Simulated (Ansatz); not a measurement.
What a trial cell of CdGa relaxes into

Level of theory: Ansatz 0.2.0, DFT PBE, scalar-relativistic, plane waves, PAW. Cutoff 420 eV, Γ-centred k mesh, Gaussian smearing, no spin polarisation in the final step.

A relaxed cell is given with its space group left out.

```xyz
2
Lattice="3.1656 0.0000 0.0000 0.0000 3.1656 0.0000 0.0000 0.0000 4.2479" Properties=species:S:1:pos:R:3 pbc="T T T"
Cd    1.5828    1.5828    2.1240
Ga    0.0000    0.0000    0.0000
```

Energies over the elements count from the elements' standard structures at the same level, with no empirical corrections.

Q: What space group does it have?

A: P4/mmm (No. 123). Conventional cell: a = 3.166 Å, c = 4.248 Å. Cd has 8 Ga at 3.09 Å and 4 Cd at 3.17 Å; Ga is coordinated by 8 Cd at 3.09 Å and 4 Ga at 3.17 Å.

Q: How far does it lie from the elements in energy?

A: 0.05 eV/atom.

Q: Is it a metal?

A: Yes, bands cross the Fermi level on the 18×18×14 mesh.

The final run used a 18×18×14 mesh on its 2-atom cell and 0.10 eV smearing. The k mesh leaves about 4 meV/atom of noise in metals. The cell came from a trial start, so CdGa may not exist in this structure.